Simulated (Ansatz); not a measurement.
This geometry of H + H5NSi (8 atoms, charge 0, multiplicity 2) is a first-order saddle point.

Level of theory: Ansatz 0.2.0, UKS PBE0-D4/def2-SVP.

```xyz
8
Properties=species:S:1:pos:R:3
H 0.325 -1.267 1.011
N 0.875 -0.061 0.483
Si -0.237 0.520 -0.765
H -0.248 -1.786 1.386
H 0.851 0.512 1.335
H -1.578 0.974 -0.276
H 0.440 1.684 -1.417
H -0.427 -0.575 -1.757
```

Problem. Which two structures does it join? (They come from a converged band through this point; their orientation in space is the band's.)

Solution. Bonds broken: H1–N2. Bonds formed: H1–H4. H + H5NSi becomes H2 + H4NSi.

First end point:

```xyz
8
Properties=species:S:1:pos:R:3
H 1.030 -0.886 0.859
N 1.016 0.047 0.464
Si -0.213 0.456 -0.687
H -1.423 -2.094 1.395
H 1.296 0.732 1.157
H -1.612 0.598 -0.155
H 0.153 1.765 -1.307
H -0.247 -0.618 -1.726
```

Last end point:

```xyz
8
Properties=species:S:1:pos:R:3
H 0.222 -2.104 1.598
N 0.504 0.141 0.474
Si -0.246 0.813 -0.979
H 0.084 -2.760 1.967
H 0.870 0.878 1.092
H -1.508 1.514 -0.571
H 0.648 1.807 -1.656
H -0.574 -0.289 -1.924
```

Problem. How far does it lie above each of them?

Solution. 0.61 eV above the first and 0.18 eV above the second. This is the barrier of this one path; another mechanism may lie lower.

Time of the run: 46 s on 2 threads of AMD EPYC 9R14 (Zen 4) (shared host), peak memory 0.15 GiB.
